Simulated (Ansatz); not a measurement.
CHF₃, charge +1, doublet, at the geometry of the source list (a state made from the parent by changing its charge; the spin is typed, not shown lowest); HF/def2-SVP (Ansatz, a program for electronic structure).

The Ansatz input:
Ansatz 0.2 input:
```yaml
crystal:
  periodic: [false, false, false]
  atoms:
    - {symbol: F, position_ang: [1.09170000, -0.61180000, -0.38280000]}
    - {symbol: C, position_ang: [0.00120000, 0.00460000, 0.05840000]}
    - {symbol: F, position_ang: [-1.06050000, -0.69170000, -0.33100000]}
    - {symbol: F, position_ang: [-0.05690000, 1.20690000, -0.50290000]}
    - {symbol: H, position_ang: [0.02450000, 0.09200000, 1.15840000]}
basis:
  gaussian:
    orbitals: def2-SVP
hamiltonian:
  xc: hf
total_charge: 1
magnetization: {spin_polarized: true, initial_magnetization: 1}
```

Q: Predict the main parts of the log of this Ansatz run.

A: 
```
Functional definition: HF
588 factors; integrals over basis functions are off by at most 1.5e-3 eV
mean field evaluation 1: about -9136.1488 eV, gradient 3.8e1 eV
mean field evaluation 2: about -9136.2416 eV, gradient 3.8e1 eV
mean field evaluation 4: about -9141.4810 eV, gradient 2.5e0 eV
mean field evaluation 8: about -9141.5530 eV, gradient 2.5e-1 eV
mean field evaluation 16: about -9141.5540 eV, gradient 4.1e-5 eV
mean field evaluation 32: about -9141.9560 eV, gradient 3.3e-2 eV
mean field evaluation 64: about -9141.9554 eV, gradient 6.4e-3 eV
mean field evaluation 96: about -9141.9554 eV, gradient 7.7e-3 eV
mean field evaluation 128: about -9133.1801 eV, gradient 4.0e1 eV
mean field evaluation 160: about -9141.8935 eV, gradient 2.8e0 eV
mean field evaluation 192: about -9140.3958 eV, gradient 2.3e0 eV
mean field evaluation 224: about -9135.0638 eV, gradient 3.4e1 eV
mean field evaluation 256: about -9141.6371 eV, gradient 6.9e-1 eV
mean field evaluation 288: about -9141.5423 eV, gradient 2.9e-1 eV
mean field -9141.95649337 eV, -335.9607044908 hartree, gradient 2.6e-6 eV, S^2 0.760251; 4 other end points of the search recorded, 0 dependent functions left out
reference -9141.95649337 eV, -335.9607044908 hartree; 17, 16 occupied and 44, 45 virtual orbitals, 588 factors
Total energy: -9141.95649337 eV, -335.9607044908 hartree
```
